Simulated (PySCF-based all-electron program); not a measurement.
AlBH4, singlet: all-electron forces

All-electron Kohn–Sham DFT on the free molecule, computed near the basis limit with an in-house program on PySCF integrals; the spin-free Dirac equation, no spin–orbit coupling, spin-restricted. Forces are good to about 0.002 eV/Å. Atoms are numbered as listed.

Shape A:

```xyz
6

Al    0.0000    0.0000    0.0000
B     0.0000    0.0000    2.1140
H     1.3729    0.0000   -0.8314
H    -1.3729    0.0000   -0.8314
H     0.0000    1.0123    2.7714
H     0.0000   -1.0123    2.7714
```

PBE forces:

```json
{"atom": "Al1", "Fx": "0.000", "Fy": "0.000", "Fz (eV/Å)": "-0.017"}
{"atom": "B2", "Fx": "0.000", "Fy": "0.000", "Fz (eV/Å)": "0.027"}
{"atom": "H3", "Fx": "-0.036", "Fy": "0.000", "Fz (eV/Å)": "0.022"}
{"atom": "H4", "Fx": "0.036", "Fy": "0.000", "Fz (eV/Å)": "0.022"}
{"atom": "H5", "Fx": "0.000", "Fy": "-0.025", "Fz (eV/Å)": "-0.026"}
{"atom": "H6", "Fx": "0.000", "Fy": "0.025", "Fz (eV/Å)": "-0.026"}
```

Shape B:

```xyz
6

Al    0.0000    0.0000    0.0000
B     0.0000    0.0000    2.3254
H     1.3729    0.0000   -0.8314
H    -1.3729    0.0000   -0.8314
H     0.0000    1.0123    2.9828
H     0.0000   -1.0123    2.9828
```

Against shape A, Al1–B2 goes from 2.114 to 2.325 Å.

(1) What forces does PBE give in shape B?

Shape C:

```xyz
6

Al    0.0000    0.0000    0.0000
B     0.0000    0.0000    1.9026
H     1.3729    0.0000   -0.8314
H    -1.3729    0.0000   -0.8314
H     0.0000    1.0123    2.5600
H     0.0000   -1.0123    2.5600
```

Against shape A, Al1–B2 goes from 2.114 to 1.903 Å.

(2) What forces does PBE give in shape C?

Results:

(1) 

```tsv
atom	Fx	Fy	Fz (eV/Å)
Al1	0.000	0.000	1.334
B2	0.000	0.000	-1.186
H3	-0.056	0.000	0.058
H4	0.056	0.000	0.058
H5	0.000	0.013	-0.132
H6	0.000	-0.013	-0.132
```

(2) 

```tsv
atom	Fx	Fy	Fz (eV/Å)
Al1	0.000	0.000	-3.069
B2	0.000	0.000	2.949
H3	0.002	0.000	-0.026
H4	-0.002	0.000	-0.026
H5	0.000	-0.070	0.087
H6	0.000	0.070	0.087
```
